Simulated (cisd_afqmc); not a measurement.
Input (AFQMC/CISD/aug-cc-pVDZ; cisd_afqmc is a phaseless AFQMC code with CISD trial states that reads the integrals written by Ansatz):

Ansatz 0.2 input:
```python
import cisd_afqmc

open("ham.yaml", "w").write("""\
crystal:
  periodic: [false, false, false]
  atoms:
    - {symbol: N, position_ang: [-0.00000000, -0.00000000, -0.54855467]}
    - {symbol: N, position_ang: [0.00000000, 0.00000000, 0.54855467]}
basis:
  gaussian:
    orbitals: aug-cc-pVDZ
magnetization: {spin_polarized: false}
correlation: {method: ccsd, electrons: outside_noble_gas, hamiltonian_folder: ham}
""")
rep = cisd_afqmc.ansatz("ham.yaml")
e_ccsd = rep["correlation"]["coupled_cluster"]["energy"]["hartree"]
out = cisd_afqmc.run("ham", e_ccsd, trial="CISD", walkers=200, populations=8, threads=8, dt=0.005, steps=40, early=24, settle=10, least=32,
    cut=5e-5, rank_cut=2e-4, target=0.0004, seconds=1500, seed=1, memory=12960, gpu=False)
```

Output:

```
orbitals 44, occupied [5], factors 245 of 462, rank of the doubles 103 of 195
E(HF) = -108.960722
E(CCSD) on the cut factors = -109.280398, shift to the whole factors -0.000006
Energy of the trial state on the determinant = -109.280453
  tau behind 7.2 of longer steps, mean of the populations' last blocks
   2.0  -109.29534
   4.0  -109.29404
   6.0  -109.29484
   8.0  -109.29420
  10.0  -109.29355
  12.0  -109.29512
  14.0  -109.29550
  16.0  -109.29403
blocks 650 (0 outliers left out), error by blocks joined: 1: 0.00019, 2: 0.00023, 4: 0.00027, 8: 0.00031, 16: 0.00038
E(AFQMC/CISD) = -109.29436 +/- 0.00038
```

The error still grows at the longest joins of blocks, or few joins were possible, so the printed bar may be too narrow.
